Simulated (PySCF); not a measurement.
# Computed and published core binding energies of trichlorofluoromethane

What was measured (core binding energies): Cl 1s of Cl3/Cl4/Cl5 2829.30 eV [1]. Sources and the comparison follow the method.

Trichlorofluoromethane, CCl3F.
Z-matrix (Å and degrees, GFN2-xTB geometry), rows numbered from 1:
```
F 
C   1  1.3373
Cl  2  1.7710  1  108.58
Cl  2  1.7710  1  108.55  3   120.02
Cl  2  1.7708  1  108.52  3  -120.01
```

Method used: delta-SCF UKS SCAN, pcX-2 on the ionised atom, pcseg-1 elsewhere, spin-free X2C (PySCF 2.14.0). Each binding energy is the total energy of the core-ionised species, with the hole localised on one atom, minus that of the ground state; both are solved self-consistently, so orbital relaxation is included.

| atom | environment | level | this calculation (eV) | reference (eV) | difference (eV) | source |
| --- | --- | --- | --- | --- | --- | --- |
| Cl3/Cl4/Cl5 | chlorine of a CCl3 group | Cl 1s | 2829.86 | 2829.30 | +0.56 | [1] |

[1] measured, gas; Cunha, Hait, Kang, Mao, Head-Gordon, J. Phys. Chem. Lett. 2022, 13, 3438 (arXiv:2111.08405)

How far is it from the measured entries?

The one measured value differs by +0.56 eV, too little evidence for a typical error. The calculation is vertical and has no vibrational structure, and measured positions depend on the energy calibration.

What does the calculation give for the levels without a reference value here?

F1 F 1s 694.38 eV; C2 C 1s 297.98 eV; Cl3/Cl4/Cl5 Cl 2p3/2 207.29 eV.

Atoms equivalent by their bonding share one computed value, that of the first of them. The 2p values add to the ΔSCF energy of one spin-free hole a correction within the shell (spin–orbit coupling, ligand field). 2p1/2 minus 2p3/2 (ligand field included): Cl 1.65 eV. Isolated species at its GFN2-xTB geometry, gas phase.
